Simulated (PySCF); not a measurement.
# CClF (CClF): the cost of one run

Computed with PySCF 2.14.0, with density-fitted response routines of our own, on a single molecule in the gas phase. Atoms are numbered from 0 throughout.

### Step 1. The starting structure

3 atoms, charge 0, multiplicity 1; geometry from: MMFF94s. The atoms were then displaced at random by about 0.03 Å, so the start is not that level's minimum.

Bonds of the start (Å): F0–C1 1.26, C1–Cl2 1.72.

### Step 2. Geometry optimisation at PBE0-D3(BJ)/def2-SVP

What the job is given:

```
{"job": {"xc": "PBE0", "basis": "def2-SVP", "d3": "d3bj", "grid": 1, "shake": 0.03, "kind": "geom"}, "charge": 0, "multiplicity": 1}
F     -1.418490     0.016630     0.012540
C     -0.156430    -0.004790    -0.006470
Cl     1.558510    -0.109050    -0.025960
```

The run is started by

```
$ OMP_NUM_THREADS=1 python probes_run.py task.json out
```

The driver reads the jobs from task.json and runs them one after another.

**Question.** How long does this first job take on 1 thread of Arm Neoverse V1, shared host, and how much memory does it need?

About 5.5 s, with a peak of 0.25 GiB.
